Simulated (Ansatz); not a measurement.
# BClH₄N+ (SMILES [NH3+]BCl): single points off equilibrium

An exercise on one series of results from a longer session: the logs are not shown, and one member is left open.

Computed with Ansatz 0.2.0, Gaussian basis. Level: single points in def2-TZVPP.

Correlated methods freeze the cores. B3LYP uses VWN-RPA correlation.

## The starting structure

SMILES `[NH3+]BCl`, 7 atoms, charge 1, spin multiplicity 1.

Atoms are counted from 1 here; the program's logs count them from 0.

Bond lengths: N1–B2 1.398 Å, N1–H4 1.197 Å, N1–H5 1.155 Å, N1–H6 1.075 Å, B2–Cl3 1.564 Å, B2–H7 1.368 Å. Angles: B2–N1–H4 101.6°, B2–N1–H5 123.1°, B2–N1–H6 113.4°, H4–N1–H5 109.3°, H4–N1–H6 112.9°, H5–N1–H6 97.1°, N1–B2–Cl3 126.3°, N1–B2–H7 115.8°, Cl3–B2–H7 117.5°.

As a file:

```
atom    x (Å)    y (Å)    z (Å)
  N1  -0.5178   0.2836  -0.0306
  B2   0.6721  -0.4321   0.1355
 Cl3   1.0750  -1.2836   1.3844
  H4  -1.3234  -0.5990  -0.0926
  H5  -0.6930   1.0210  -0.9019
  H6  -0.7150   0.9741   0.7687
  H7   1.6212  -0.2400  -0.8304
```

The first run:

run/in.yaml reads:

```yaml
crystal:
  periodic: [false, false, false]
  atoms:
    - {symbol: N, position_ang: [-0.517800, 0.283600, -0.030600]}
    - {symbol: B, position_ang: [0.672100, -0.432100, 0.135500]}
    - {symbol: Cl, position_ang: [1.075000, -1.283600, 1.384400]}
    - {symbol: H, position_ang: [-1.323400, -0.599000, -0.092600]}
    - {symbol: H, position_ang: [-0.693000, 1.021000, -0.901900]}
    - {symbol: H, position_ang: [-0.715000, 0.974100, 0.768700]}
    - {symbol: H, position_ang: [1.621200, -0.240000, -0.830400]}
basis:
  gaussian: {orbitals: def2-TZVPP}
total_charge: 1
correlation: {method: ccsd_t}
output: {forces: true}
```

The command line of these runs was not kept.

Among the steps run: CCSD(T)/def2-TZVPP; PBE0-D4/def2-TZVPP; wB97M-V/def2-TZVPP; r2SCAN-D4/def2-TZVPP; PBE-D4/def2-TZVPP; B3LYP-D4/def2-TZVPP; r2SCANh-D4/def2-TZVPP.

One of the session's tables, all rows but one given; the rest of the session is left out.

| method | RMS force component (eV/Å) | angle to CCSD(T) forces (°) |
| --- | --- | --- |
| CCSD(T) | 3.235 | reference |
| PBE0-D4 | ? | ? |
| wB97M-V | 3.165 | 1.2 |
| r2SCAN-D4 | 3.088 | 1.2 |
| PBE-D4 | 2.988 | 2.0 |
| B3LYP-D4 | 3.091 | 1.2 |
| r2SCANh-D4 | 3.118 | 1.7 |

**Question.** Estimate the row for PBE0-D4.

As computed: RMS force component (eV/Å): 3.099; angle to CCSD(T) forces (°): 1.7. In the column «RMS force component (eV/Å)» it lies between B3LYP-D4 (3.091) and r2SCANh-D4 (3.118).
